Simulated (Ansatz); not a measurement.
# Molecular dynamics of C₅H₈S

Input:

```yaml
crystal:
  periodic: [false, false, false]
  atoms:
    - { symbol: C, position_ang: [-1.99008, -0.673056, 0.304697] }
    - { symbol: C, position_ang: [-0.680076, -0.232973, -0.096973] }
    - { symbol: C, position_ang: [-0.38188, -0.380106, -1.530802] }
    - { symbol: S, position_ang: [-0.645455, -0.88855, -3.010008] }
    - { symbol: C, position_ang: [0.528091, -0.054356, 0.896359] }
    - { symbol: C, position_ang: [1.747337, 0.68032, 0.278836] }
    - { symbol: H, position_ang: [-2.643337, 0.030584, 0.844685] }
    - { symbol: H, position_ang: [-2.505855, -1.414886, -0.321642] }
    - { symbol: H, position_ang: [-0.585281, 0.895168, -0.727257] }
    - { symbol: H, position_ang: [0.828919, -1.069683, 1.231643] }
    - { symbol: H, position_ang: [0.157085, 0.488789, 1.790326] }
    - { symbol: H, position_ang: [2.591075, 0.694665, 0.992961] }
    - { symbol: H, position_ang: [1.488649, 1.724951, 0.02181] }
    - { symbol: H, position_ang: [2.077906, 0.170034, -0.645737] }
basis:
  gaussian: { orbitals: STO-3G }
hamiltonian:
  xc: pbe
  dispersion: d4
md:
  timestep: 0.5
  n_steps: 200
  ensemble: nve
  temperature: 100.0
  initial_velocities: maxwell_boltzmann
  seed: 5827
```

Command:

```bash
$ ansatz run input.yaml --threads 1 --pin off --max-ram 2048MiB --backend cpu --events-out ev --progress --plain --runs-dir out
```

It starts at the highest image of a converged band. Of that band: Neighbouring images differ by up to 3.6 eV, so the band resolves the path poorly. A vibrational analysis at the climbing image gives one clearly imaginary mode, 1423i cm⁻¹: a first-order saddle point.

Output, in part (step lines, the closing report, with atoms numbered from 0):

```
md step     0: t =     0.00 fs  T =   100.0 K  F+E_penalty+E_count = -15949.69254699 eV  E_kin = 0.155112 eV  conserved = -15949.53743499 eV  (43 SCF iters)
md step     1: t =     0.50 fs  T =    97.5 K  F+E_penalty+E_count = -15949.68860444 eV  E_kin = 0.151224 eV  conserved = -15949.53738084 eV  (26 SCF iters)
md step     2: t =     1.00 fs  T =    90.8 K  F+E_penalty+E_count = -15949.67805552 eV  E_kin = 0.140842 eV  conserved = -15949.53721386 eV  (26 SCF iters)
md step     3: t =     1.50 fs  T =    81.6 K  F+E_penalty+E_count = -15949.66354681 eV  E_kin = 0.126557 eV  conserved = -15949.53698946 eV  (26 SCF iters)
md step     4: t =     2.00 fs  T =    72.1 K  F+E_penalty+E_count = -15949.64860352 eV  E_kin = 0.111816 eV  conserved = -15949.53678769 eV  (25 SCF iters)
md step     5: t =     2.50 fs  T =    64.3 K  F+E_penalty+E_count = -15949.63638777 eV  E_kin = 0.099708 eV  conserved = -15949.53667945 eV  (25 SCF iters)
md step     6: t =     3.00 fs  T =    59.3 K  F+E_penalty+E_count = -15949.62860777 eV  E_kin = 0.091915 eV  conserved = -15949.53669326 eV  (26 SCF iters)
md step     7: t =     3.50 fs  T =    56.9 K  F+E_penalty+E_count = -15949.62507742 eV  E_kin = 0.088275 eV  conserved = -15949.53680281 eV  (26 SCF iters)
[... lines left out ...]
Total energy: -15950.63000817 eV, -586.1748410747 hartree
Atom 0 at    -1.902164    -0.771579     0.069653 Å, force     0.295093    -2.341726     0.247812 eV/Å
Atom 1 at    -0.799097     0.077069     0.047664 Å, force    -0.116241     3.205602    -0.547665 eV/Å
Atom 2 at    -0.461518     0.024722    -1.798365 Å, force     0.783242     0.544621     0.970893 eV/Å
Atom 3 at    -0.696583    -1.034414    -2.948223 Å, force    -0.179901    -0.386557    -0.419341 eV/Å
Atom 4 at     0.548131    -0.085326     0.863994 Å, force     0.508607    -1.796101    -0.442900 eV/Å
Atom 5 at     1.921068     0.595467     0.448837 Å, force    -0.968927     0.861005     0.056157 eV/Å
Atom 6 at    -2.935275    -0.414249    -0.013575 Å, force     0.025491     0.146191    -0.224210 eV/Å
Atom 7 at    -1.719960    -1.862175    -0.120150 Å, force    -0.416120     0.610632     0.550843 eV/Å
Atom 8 at    -1.156444     1.150584     0.089526 Å, force     0.476837    -0.461976     0.172105 eV/Å
Atom 9 at     0.734559    -1.196882     0.825063 Å, force     0.033260     0.492053     0.425385 eV/Å
Atom 10 at     0.354102     0.192398     1.938547 Å, force    -0.190111    -0.164639    -0.625778 eV/Å
Atom 11 at     2.720404     0.171582     1.098680 Å, force    -0.171420     0.019691    -0.303990 eV/Å
Atom 12 at     1.873169     1.700263     0.657246 Å, force     0.060141    -0.622233    -0.247407 eV/Å
Atom 13 at     2.175444     0.453301    -0.628219 Å, force    -0.139951    -0.106563     0.388093 eV/Å
Dipole moment:     0.069459    -0.063496    -0.061280 e Å
```

The steps, from the saved trajectory:

| time (fs) | T (K) | potential energy less start (eV) | conserved less start (meV/atom) |
| --- | --- | --- | --- |
| 0.0 | 100 | 0.000 | 0.00 |
| 3.0 | 59 | 0.064 | 0.05 |
| 6.0 | 51 | 0.077 | 0.04 |
| 9.0 | 106 | -0.008 | 0.04 |
| 12.0 | 224 | -0.191 | 0.05 |
| 15.0 | 399 | -0.464 | -0.03 |
| 18.0 | 458 | -0.555 | 0.02 |
| 21.0 | 492 | -0.608 | 0.00 |
| 24.0 | 541 | -0.684 | 0.04 |
| 27.0 | 699 | -0.929 | 0.00 |
| 30.0 | 813 | -1.106 | -0.03 |
| 33.0 | 779 | -1.053 | -0.01 |
| 36.0 | 635 | -0.830 | 0.01 |
| 39.0 | 510 | -0.635 | 0.04 |
| 42.0 | 496 | -0.613 | 0.02 |
| 45.0 | 527 | -0.662 | 0.00 |
| 48.0 | 519 | -0.649 | 0.02 |
| 51.0 | 515 | -0.644 | 0.00 |
| 54.0 | 505 | -0.628 | 0.04 |
| 57.0 | 571 | -0.730 | 0.01 |
| 60.0 | 646 | -0.847 | 0.00 |
| 63.0 | 653 | -0.857 | -0.02 |
| 66.0 | 513 | -0.641 | 0.01 |
| 69.0 | 407 | -0.476 | 0.07 |
| 72.0 | 539 | -0.681 | 0.00 |
| 75.0 | 676 | -0.894 | -0.02 |
| 78.0 | 655 | -0.860 | -0.01 |
| 81.0 | 524 | -0.658 | 0.01 |
| 84.0 | 398 | -0.462 | 0.05 |
| 87.0 | 395 | -0.457 | 0.01 |
| 90.0 | 426 | -0.505 | 0.02 |
| 93.0 | 455 | -0.550 | 0.01 |
| 96.0 | 516 | -0.645 | 0.03 |
| 99.0 | 667 | -0.880 | -0.01 |

All steps were run. The conserved energy stayed within 0.07 meV per atom of its start (net change -0.017 meV per atom), so the integration is sound. The system heated up, since it started high on the potential surface and ran downhill. A run of 0.1 ps of so small a system gives no equilibrium averages. The orbitals stay closed-shell, which can raise the energy where a bond breaks towards radicals; this wasn't checked here. Limits of this set-up: minimal basis.

The step under study would form C2–H9 and break C3–H9. These pairs go: C2–H9 1.30 → 1.13 Å, C3–H9 1.52 → 2.31 Å. In the last frame they stand as after the step (other bonds may differ from the relaxed reactants and products). It ends as one piece, C5H8S. Pairs count as bonded within 1.25 times the sum of covalent radii (0.12 Å more for H–H).

Last frame:

```xyz
14
Properties=species:S:1:pos:R:3
C -1.902 -0.772 0.070
C -0.799 0.077 0.048
C -0.462 0.025 -1.798
S -0.697 -1.034 -2.948
C 0.548 -0.085 0.864
C 1.921 0.596 0.449
H -2.935 -0.414 -0.014
H -1.720 -1.862 -0.120
H -1.156 1.151 0.089
H 0.735 -1.197 0.825
H 0.354 0.192 1.938
H 2.720 0.172 1.099
H 1.873 1.700 0.657
H 2.175 0.453 -0.628
```

The run took 11 min on 1 thread of Arm Neoverse V1, with other jobs on the host, peak memory 0.097 GiB.
